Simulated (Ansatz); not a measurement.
# AlO2−: geometry and frequencies at several levels

Wanted for AlO2−: geometry and frequencies at several levels. Charge -1.

Program: Ansatz 0.2.0. Level of theory: the levels named in each step. These are calculated values, not measurements.

### Step 1. Starting point

Bond lengths: O1–Al2 1.599 Å, Al2–O3 1.599 Å. Angles: O1–Al2–O3 180.0°.

Coordinates:

```xyz
3

O     0.0000    0.0000   -1.5990
Al    0.0000    0.0000    0.0000
O     0.0000    0.0000    1.5990
```

### Step 2. A rough first relaxation, PBE-D4/def2-SVPD

input.yaml

```yaml
crystal:
  periodic: [false, false, false]
  atoms:
    - { symbol: O, position_ang: [0.0, 0.0, -1.59897] }
    - { symbol: Al, position_ang: [0.0, 0.0, -2.0e-05] }
    - { symbol: O, position_ang: [0.0, 0.0, 1.599] }
total_charge: -1
basis:
  gaussian: { orbitals: def2-SVPD }
hamiltonian:
  xc: pbe
  dispersion: d4
relax:
  f_tol: 0.03
  max_steps: 200
```

Run with:

```sh
$ ansatz run input.yaml --threads 2 --pin off --max-ram 5120MiB --backend cpu --events-out ev --progress --plain --runs-dir out
```

Further steps of the session: Relaxation, PBE0-D4/def2-TZVPPD; Frequencies, PBE0-D4/def2-TZVPPD; Relaxation, PBE-D4/def2-TZVPPD; Frequencies, PBE-D4/def2-TZVPPD; Relaxation, r2SCAN-D4/def2-TZVPPD; Frequencies, r2SCAN-D4/def2-TZVPPD; Relaxation, B3LYP-D4/def2-TZVPPD; Frequencies, B3LYP-D4/def2-TZVPPD; Relaxation, B2PLYP/def2-TZVPPD; Frequencies, B2PLYP/def2-TZVPPD.

What does the calculation give? Wanted: O1–Al2 at B2PLYP/def2-TZVPPD; Al2–O3 at B2PLYP/def2-TZVPPD; frequencies at B2PLYP/def2-TZVPPD.

As calculated:

```
                         quantity             value
     O1–Al2 at B2PLYP/def2-TZVPPD           1.643 Å
     Al2–O3 at B2PLYP/def2-TZVPPD           1.643 Å
frequencies at B2PLYP/def2-TZVPPD  258 to 1118 cm⁻¹
```

In words: The O1–Al2 distance spreads over 0.022 Å, from PBE0-D4/def2-TZVPPD (shortest) to PBE-D4/def2-TZVPPD. No mode is imaginary, so the geometry is a minimum.
